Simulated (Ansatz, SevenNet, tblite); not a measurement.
**Lattice parameter c of chalcopyrite CuGaSe2: levels of theory against measurement**

Reference value: 11.026 Å (measured, 293 K, no zero-point or thermal correction; as tabulated in Souilah et al., J. Solid State Chem. 183, 2274 (2010), by the Crystallography …).

```csv
level (code),value (Å)
GFN1-xTB (tblite),11.193
GFN2-xTB (tblite),[?]
SevenNet-0 (SevenNet),11.245
SevenNet-l3i5 (SevenNet),11.255
LDA (Ansatz),[?]
PBE (Ansatz),11.259
PBEsol (Ansatz),[?]
PBE-D3(BJ) (Ansatz),11.101
PBE-D4 (Ansatz),11.091
r²SCAN (Ansatz),11.095
HSE06 (Ansatz),11.109
```

### Question
Complete the blanks.

### Answer

- GFN2-xTB (tblite), value (Å): 11.389
- LDA (Ansatz, a first-principles code), value (Å): 10.960
- PBEsol (Ansatz), value (Å): 11.074

Differences against the reference: GFN1-xTB +1.51 %, GFN2-xTB +3.29 %, SevenNet-0 +1.99 %, SevenNet-l3i5 +2.08 %, LDA -0.60 %, PBE +2.11 %, PBEsol +0.44 %, PBE-D3(BJ) +0.68 %, PBE-D4 +0.59 %, r²SCAN +0.63 %, HSE06 +0.75 %.

The reference is not for a static lattice or low temperature, so close values are not ranked against it. Off by more than 1.75 % (a bound picked here): GFN2-xTB (+3.29 %), SevenNet-0 (+1.99 %), SevenNet-l3i5 (+2.08 %), PBE (+2.11 %).

The reference has no zero-point or thermal correction, while the calculations are for a static lattice, so the differences are not the levels' errors alone. A static lattice is as a rule a little smaller than the measured one.  GFN1-xTB, GFN2-xTB: the method was fitted mainly to molecules. GFN1-xTB, GFN2-xTB: the run uses a supercell at the zone centre in place of a k mesh. Cutoffs and k meshes differ between the levels. Ansatz's density-functional and Hartree–Fock values are scalar-relativistic unless marked +SOC, with PAW data made under PBE.

Machine-learned potentials (SevenNet-0, SevenNet-l3i5) are trained on DFT data, which may include these solids.

Differences are worked out from the printed values.
